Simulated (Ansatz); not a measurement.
**C₅H₆S: a ladder of functionals and wavefunction methods**

Aim: compute C₅H₆S with functionals from several rungs and with coupled cluster. The yardstick is the atomisation energy at the CCSD(T) limit.

Method: functionals in def2-TZVPP, the program's frozen cores in correlated methods; program: Ansatz 0.2.0, Gaussian basis.

Levels to be run: LDA (SPW92), PBE-D4, revPBE-D4, BLYP-D4, r2SCAN-D4, B97M-V, PBE0-D4, B3LYP-D4, r2SCANh-D4, r2SCAN0-D4, HSE06-D4, BHLYP-D4, CAM-B3LYP-D4, LC-ωPBE, ωB97X-V, ωB97M-V, B2PLYP, PBE-QIDH; CCSD(T)/def2-SVP; CCSD(T)/def2-TZVPP; MP2/def2-QZVPP; extrapolation to the limit; RPA on PBE.

## (1) The relaxed structure

The geometry comes from an earlier relaxation with PBE0-D4 in a triple-zeta def2 set; it is a stationary point, not always the lowest conformer.

SMILES `Cc1cccs1`, 12 atoms, charge 0, spin multiplicity 1.

Atoms are counted from 1 here; the program's logs count them from 0.

Bond lengths: C1–C2 1.489 Å, C1–H7 1.091 Å, C1–H8 1.093 Å, C1–H9 1.093 Å, C2–C3 1.365 Å, C2–S6 1.718 Å, C3–C4 1.418 Å, C3–H10 1.083 Å, C4–C5 1.361 Å, C4–H11 1.082 Å, C5–S6 1.708 Å, C5–H12 1.079 Å. Angles: C2–C1–H7 109.7°, C2–C1–H8 111.9°, C2–C1–H9 111.9°, H7–C1–H8 107.9°, H7–C1–H9 107.9°, H8–C1–H9 107.5°, C1–C2–C3 128.3°, C1–C2–S6 121.6°, C3–C2–S6 110.1°, C2–C3–C4 113.4°, C2–C3–H10 122.6°, C4–C3–H10 124.0°, C3–C4–C5 112.5°, C3–C4–H11 124.1°, C5–C4–H11 123.4°, C4–C5–S6 111.2°, C4–C5–H12 128.4°, S6–C5–H12 120.4° and more.

## (2) LDA

This LDA is Slater exchange with PW92 correlation.

Contents of in.yaml:

```yaml
crystal:
  periodic: [false, false, false]
  atoms:
    - {symbol: C, position_ang: [-0.173593, -0.628566, 1.896175]}
    - {symbol: C, position_ang: [-0.138574, -0.090138, 0.508343]}
    - {symbol: C, position_ang: [0.729212, -0.402146, -0.497871]}
    - {symbol: C, position_ang: [0.474045, 0.302426, -1.701660]}
    - {symbol: C, position_ang: [-0.589283, 1.145166, -1.595212]}
    - {symbol: S, position_ang: [-1.275527, 1.078461, -0.032464]}
    - {symbol: H, position_ang: [0.632624, -1.351265, 2.030022]}
    - {symbol: H, position_ang: [-1.117863, -1.135005, 2.112663]}
    - {symbol: H, position_ang: [-0.044953, 0.160002, 2.642196]}
    - {symbol: H, position_ang: [1.530475, -1.120267, -0.374924]}
    - {symbol: H, position_ang: [1.055666, 0.187574, -2.606800]}
    - {symbol: H, position_ang: [-1.005230, 1.798757, -2.346467]}
basis:
  gaussian: {orbitals: def2-TZVPP}
hamiltonian: {xc: lda}
output: {orbitals: {seedname: orbitals}}
```

Run with:

```bash
> ansatz run in.yaml --threads 4 --pin off --events-out ev --progress --plain --max-ram 10444MiB
```

After this run come: PBE-D4 (GGA); revPBE-D4 (GGA); BLYP-D4 (GGA); r2SCAN-D4 (meta-GGA); B97M-V (meta-GGA); PBE0-D4 (hybrid); B3LYP-D4 (hybrid); r2SCANh-D4 (hybrid); r2SCAN0-D4 (hybrid); HSE06-D4 (hybrid); BHLYP-D4 (hybrid); CAM-B3LYP-D4 (range-separated); LC-ωPBE (range-separated); ωB97X-V (range-separated); ωB97M-V (range-separated); B2PLYP (double hybrid); PBE-QIDH (double hybrid); CCSD(T) in def2-SVP; CCSD(T) in def2-TZVPP; MP2 in def2-QZVPP; RPA on PBE orbitals.

Before running them: what should the planned runs give, taken together? Wanted: atomisation energy, CCSD(T)/CBS; farthest beyond LDA; mean size of error, GGA; mean size of error, meta-GGA; mean size of error, hybrid; mean size of error, range-separated; mean size of error, double hybrid; gap, smallest and largest; T1 diagnostic.

The runs gave:

| quantity | value |
| --- | --- |
| atomisation energy, CCSD(T)/CBS | 5261.6 kJ/mol |
| functionals within 26.3 kJ/mol (0.5 %) | BLYP-D4, B3LYP-D4, r2SCANh-D4, r2SCAN0-D4, CAM-B3LYP-D4, LC-ωPBE, ωB97X-V |
| farthest beyond LDA | PBE-D4 (+201.9 kJ/mol) |
| mean size of error, GGA | 95.1 kJ/mol |
| mean size of error, meta-GGA | 50.7 kJ/mol |
| mean size of error, hybrid | 69.1 kJ/mol |
| mean size of error, range-separated | 21.2 kJ/mol |
| mean size of error, double hybrid | 37.0 kJ/mol |
| gap, smallest and largest | 4.35 eV (BLYP-D4), 10.96 eV (LC-ωPBE) |
| T1 diagnostic | 0.0121 |
| triples share of the correlation energy | 5.0 % |

The LDA atomisation energy is off by 844.1 kJ/mol (16 %): it overbinds. PBE-D4 is off by +201.9 kJ/mol. Double hybrids carry the basis error of their MP2 part in triple zeta, and no dispersion term here, so their miss is partly the set-up's. By mean error the best rung here is range-separated (21.2 kJ/mol) and the worst beyond LDA is GGA (95.1 kJ/mol). The reference freezes the cores and leaves out relativity and excitations past (T), so misses under about 26.3 kJ/mol can't be ranked. Hartree-Fock recovers 73 % of the binding; the rest is correlation. CCSD(T) in def2-SVP is off by -221.0 kJ/mol, so the small basis spoils what the method gains. Orbital gaps span 4.4 to 11.0 eV; exact exchange widens them. The restricted reference is unstable towards a spin-broken one.
